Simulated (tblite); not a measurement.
A tight-binding relaxation on `S=[C]C` [radical].

Computed with GFN2-xTB geometry optimisation, gas phase (tblite 0.8.0). Start geometry: from a force field or distance geometry. A driver script takes a list of jobs; this job's settings line and coordinates (Å) are shown.

Command:
```bash
OMP_NUM_THREADS=1 python probes_run.py task.json out
```

Input:
```
{"job": {"kind": "relax", "xc": "GFN2-xTB", "basis": "xTB"}, "charge": 0, "multiplicity": 2}
C     -0.498600     0.008200     0.012800
C      0.845000    -0.202800    -0.583000
S      2.055400     0.081100     0.164500
H     -0.892600     0.954300    -0.432300
H     -0.408200     0.050400     1.122800
H     -1.098000    -0.889200    -0.306400
```

Output:
```
step      E/eV     max force
  0    -242.91111    9.941
  1    -243.16238    5.477
  2    -243.47790    2.807
  3    -243.56475    2.448
  4    -243.61199    0.865
  5    -243.64648    0.598
  6    -243.68645    0.648
  7    -243.69495    0.344
  8    -243.70224    0.258
  9    -243.70772    0.400
 10    -243.71586    0.455
 11    -243.72064    0.272
 12    -243.72315    0.128
 13    -243.72418    0.095
 14    -243.72482    0.098
 15    -243.72531    0.067
 16    -243.72552    0.037
 17    -243.72557    0.025
 18    -243.72559    0.015
 19    -243.72560    0.009
```

«max force» is the largest atomic force in eV/Å.

From which step on does the largest force stay under 0.1 eV/Å, and how much energy is left to gain from there?

From step 13 (0.095 eV/Å), 1.4 meV above the end.

In short: energy lowered by 18.8 kcal/mol over 19 steps; largest atomic force 0.009 eV/Å at the end.

Give the final coordinates.

0.139 Å rms from the input after alignment:
```
atom  x, y, z in Å
C1    -0.5137   -0.0123    0.0189
C2     0.8450   -0.1544   -0.4837
S3     2.3013    0.0580    0.0760
H4    -0.9334    0.8952   -0.4205
H5    -0.5708    0.0648    1.1092
H6    -1.1252   -0.8493   -0.3213
```

On one thread, AMD EPYC 9R45 (x86_64), shared host with 96 logical CPUs at a one-minute load of 54, this took under 0.1 s wall.
Labels such as C1 count atoms from 1, the log's own numbers from 0.
